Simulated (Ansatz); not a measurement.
Species: SiH$_{2}$, charge 0, triplet. This triplet is an excited state, 0.9 eV above the singlet at CCSD(T)/cc-pV(5+d)Z (Ansatz, a program for electronic structure). SiH2 (SMILES [SiH2], triplet).
B3LYP-D3(BJ)/def2-TZVP minimum from Ansatz:
```xyz
3

Si     0.0022    -0.0010     0.0949
H      0.0026     1.2826    -0.6513
H     -0.0339    -1.2684    -0.6777
```
Charge 0, spin multiplicity 3.

Hartree-Fock and CCSD(T) correlation energies in hartree (Ansatz). Radicals and triplets start from unrestricted determinants; spin-orbit coupling is neglected. Cores are frozen in correlated methods. No relativity.

```
basis        X       E(HF)  E(corr, CCSD(T))
-----------  -  ----------  ----------------
cc-pV(T+d)Z  3  -290.02509          -0.11507
cc-pV(Q+d)Z  4  -290.02825          -0.12037
cc-pV(5+d)Z  5  -290.02882          withheld
```

Fit E(corr) = E∞ + A/X³ to X = 3 and 4, predict X = 5, and compare with the run.

A = (-0.11507 - (-0.12037))/(1/27 - 1/64) = 0.2475; E∞ = -0.12037 - A/64 = -0.12424; at X = 5, E∞ + A/125 = -0.12226. The run gave -0.12197, 0.29 mEh above the prediction. The same form on X = 4 and 5 gives E∞ = -0.12365, 0.59 mEh above the first estimate.
